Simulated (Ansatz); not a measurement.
**HF/6-31G(d) (spherical functions) run of C3H4F2 (SMILES F/C=C\CF)**

What is the vertical singlet–triplet gap of C3H4F2 at HF/6-31G* (spherical functions)? 

Program for the calculation: Ansatz 0.2.0.

47 further runs of the same task are left out: 47 set aside as unsound or not needed.

## (1) The molecule

The species is C3H4F2 (9 atoms), meant as a singlet with charge 0. SMILES: `F/C=C\CF`. The coordinates come from a PBE0-D4/def2-TZVP relaxation. This is one conformer, not always the lowest.

Bond lengths: F1–C2 1.336 Å, C2–C3 1.320 Å, C3–C4 1.485 Å, C4–F5 1.387 Å, C2–H6 1.084 Å, C3–H7 1.084 Å, C4–H8 1.095 Å, C4–H9 1.091 Å. Some angles: F1–C2–C3 122.6°, C2–C3–C4 124.9°, C3–C4–F5 109.9°, F1–C2–H6 112.2°, C3–C2–H6 125.2°, C2–C3–H7 117.2°, C4–C3–H7 117.9°, C3–C4–H8 111.0°, C3–C4–H9 111.5°, F5–C4–H8 107.0°.

## (2) The energy at HF/6-31G(d) (spherical functions)

Input file run.yaml:

```yaml
crystal:
  periodic: [false, false, false]
  atoms:
    - symbol: F
      position_ang: [-1.771300, 0.696200, -0.764200]
    - symbol: C
      position_ang: [-0.756800, -0.083800, -1.148800]
    - symbol: C
      position_ang: [0.269900, -0.355400, -0.364300]
    - symbol: C
      position_ang: [0.439500, 0.155200, 1.019400]
    - symbol: F
      position_ang: [1.656600, 0.811400, 1.133700]
    - symbol: H
      position_ang: [-0.888900, -0.458700, -2.156900]
    - symbol: H
      position_ang: [1.042400, -1.001300, -0.765600]
    - symbol: H
      position_ang: [0.449800, -0.666700, 1.742700]
    - symbol: H
      position_ang: [-0.352600, 0.856800, 1.286900]
basis:
  gaussian:
    orbitals: 6-31G_st_-spherical.json
hamiltonian:
  xc: hf
accuracy: high
output:
  orbitals: {seedname: orbitals}
```

The basis set 6-31G* is read from a file made from the Basis Set Exchange's data (not shown).

On the command line:

```bash
$ ansatz run run.yaml --threads 1 --pin off --max-ram 3480MiB --events-out events.jsonl --progress --plain --runs-dir runs
```

What it wrote:

```text
Warning: RAYON_NUM_THREADS=1 ignored (pool sized by the plan → 1); use --threads N
Functional definition: HF
  name "HF"
  exchange = exact_x
  correlation = 0
1845 factors; integrals over basis functions are off by at most 3.1e-9 eV
mean field evaluation 1: about -8562.7395 eV, gradient 3.1e1 eV
mean field evaluation 2: about -8562.8227 eV, gradient 3.1e1 eV
mean field evaluation 4: about -8565.0874 eV, gradient 3.4e0 eV
mean field evaluation 8: about -8565.1234 eV, gradient 2.5e-1 eV
mean field -8565.12367064 eV, -314.7624892466 hartree, gradient 3.3e-8 eV, S^2 0.000000; 0 other end points of the search recorded, 0 dependent functions left out
reference -8565.12367064 eV, -314.7624892466 hartree; 20, 20 occupied and 58, 58 virtual orbitals, 1845 factors
Total energy: -8565.12367064 eV, -314.7624892466 hartree
```

Wall time 2 s (1 thread of Arm Neoverse V2, shared host); peak memory 0.2 GiB.

## (3) The triplet at the same level

Input file input.yaml:

```yaml
crystal:
  periodic: [false, false, false]
  atoms:
    - {symbol: F, position_ang: [-1.771300, 0.696200, -0.764200]}
    - {symbol: C, position_ang: [-0.756800, -0.083800, -1.148800]}
    - {symbol: C, position_ang: [0.269900, -0.355400, -0.364300]}
    - {symbol: C, position_ang: [0.439500, 0.155200, 1.019400]}
    - {symbol: F, position_ang: [1.656600, 0.811400, 1.133700]}
    - {symbol: H, position_ang: [-0.888900, -0.458700, -2.156900]}
    - {symbol: H, position_ang: [1.042400, -1.001300, -0.765600]}
    - {symbol: H, position_ang: [0.449800, -0.666700, 1.742700]}
    - {symbol: H, position_ang: [-0.352600, 0.856800, 1.286900]}
basis:
  gaussian: {orbitals: 6-31G_st_-spherical.json}
total_charge: 0
magnetization: {spin_polarized: true, initial_magnetization: 2}
hamiltonian: {xc: hf}
accuracy: high
output: {orbitals: {seedname: orbitals}}
```

The basis set 6-31G* is read from a file made from the Basis Set Exchange's data (not shown).

On the command line:

```bash
$ ansatz run input.yaml --threads 1 --pin off --max-ram 3480MiB --events-out events.jsonl --progress --plain --runs-dir runs
```

What it wrote:

```text
Warning: RAYON_NUM_THREADS=1 ignored (pool sized by the plan → 1); use --threads N
[... 4 set-up lines as earlier in the session ...]
1845 factors; integrals over basis functions are off by at most 3.1e-9 eV
mean field evaluation 1: about -8558.0951 eV, gradient 2.2e1 eV
mean field evaluation 2: about -8558.0993 eV, gradient 2.2e1 eV
mean field evaluation 4: about -8561.2279 eV, gradient 3.9e0 eV
mean field evaluation 8: about -8561.4344 eV, gradient 2.5e-1 eV
mean field -8561.43550732 eV, -314.6269517446 hartree, gradient 2.3e-8 eV, S^2 2.021719; 0 other end points of the search recorded, 0 dependent functions left out
reference -8561.43550732 eV, -314.6269517446 hartree; 21, 19 occupied and 57, 59 virtual orbitals, 1845 factors
Total energy: -8561.43550732 eV, -314.6269517446 hartree
```

Run time: 2.9 s. Hardware: 1 thread of Arm Neoverse V2, shared host; peak memory 0.25 GiB.

## (4) Outcome

Level: HF/6-31G* (spherical functions).

```
                                        quantity          value
                           singlet: total energy  -314.76249 Eh
                            singlet: HOMO energy      -10.46 eV
                            singlet: LUMO energy        4.56 eV
                          singlet: HOMO–LUMO gap       15.02 eV
                           triplet: total energy  -314.62695 Eh
     triplet: HOMO energy (highest over α and β)       -6.75 eV
      triplet: LUMO energy (lowest over α and β)        1.11 eV
                                   triplet: ⟨S²⟩          2.022
vertical energy of the triplet above the singlet       3.688 eV
```

In words: At this shape the triplet lies 3.69 eV (356 kJ/mol) above the singlet.
